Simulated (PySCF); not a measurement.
Atom-mapped SMILES (the numbers label the heavy atoms): `[NH2:1][BH2-:2][NH3+:3]`. Hydrogens are named by the atom that carries them.

Method: GIAO PBE0/pcSseg-1 shieldings, geometry from PBE0-D3(BJ)/def2-SVP, in PySCF (no solvent model, relativity neglected, averaged over atoms made equivalent by symmetry, fast rotation or ring inversion, one computed conformer).

Shifts are taken against calculated references (same method and geometry level): 1H against TMS; 15N against NH3; 11B against BF3·OEt2.

```json
{"atoms": "H(B2)", "nucleus": "1H", "count": "2", "δ (ppm)": "?"}
{"atoms": "N3", "nucleus": "15N", "count": "1", "δ (ppm)": "62.8"}
{"atoms": "H(N3)", "nucleus": "1H", "count": "3", "δ (ppm)": "2.02"}
{"atoms": "B2", "nucleus": "11B", "count": "1", "δ (ppm)": "-12.1"}
{"atoms": "N1", "nucleus": "15N", "count": "1", "δ (ppm)": "?"}
{"atoms": "H(N1)", "nucleus": "1H", "count": "2", "δ (ppm)": "0.24"}
```

Question: Complete the table.

Answer: 
- H(B2): 2.85 ppm, hydrogen on a boron bonded to 2 N
- N1: 22.6 ppm, nitrogen bonded to B, 2 H

The OH or NH signal is concentration- and solvent-dependent in practice; the value given is the gas-phase one. Hydrogens on boron are broadened and split by 11B (spin 3/2, 80 %) and 10B (spin 3). Experimental scales use liquid or dissolved standards, which lie at an offset from isolated NH3 (liquid NH3: subtract about 20 ppm).
